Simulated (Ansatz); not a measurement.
Si₃⁺. The state is a doublet with charge 1. Geometry B3LYP-D4/def2-TZVP.

| atom | x (Å) | y (Å) | z (Å) |
| --- | --- | --- | --- |
| Si1 | -0.8583 | 1.4371 | 0.3998 |
| Si2 | 0.9003 | 0.0006 | 0.5452 |
| Si3 | -0.0420 | -1.4377 | -0.9449 |

Another isomer (doublet) lies 0.47 eV lower at PBE0-D4/def2-TZVP; other spin states weren't run for this one.

Task: Estimate the α-spin orbital energies around the gap (eV) in Ansatz with PBE-D4/def2-TZVP, BLYP-D4/def2-TZVP, r2SCAN-D4/def2-TZVP, B97M-V/def2-TZVP, PBE0-D4/def2-TZVP.

Result: 
```csv
orbital,PBE-D4/def2-TZVP,BLYP-D4/def2-TZVP,r2SCAN-D4/def2-TZVP,B97M-V/def2-TZVP,PBE0-D4/def2-TZVP
HOMO−5,-19.45,-19.19,-20.09,-20.12,-21.30
HOMO−4,-16.73,-16.49,-17.11,-17.07,-18.09
HOMO−3,-14.36,-14.13,-14.62,-14.53,-15.39
HOMO−2,-11.65,-11.32,-12.02,-11.73,-12.44
HOMO−1,-11.29,-11.02,-11.44,-11.43,-12.05
HOMO,-11.11,-10.87,-11.26,-11.28,-11.93
LUMO,-9.50,-9.23,-9.47,-9.30,-8.73
LUMO+1,-9.26,-9.05,-9.24,-9.19,-8.61
LUMO+2,-8.16,-7.95,-7.98,-7.93,-7.34
LUMO+3,-7.67,-7.48,-7.58,-7.54,-6.94
LUMO+4,-4.99,-4.76,-4.60,-4.53,-3.98
LUMO+5,-4.79,-4.58,-4.32,-4.29,-3.90
β HOMO,-10.99,-10.77,-11.19,-11.12,-11.83
β LUMO,-10.73,-10.56,-10.50,-10.52,-9.82
```
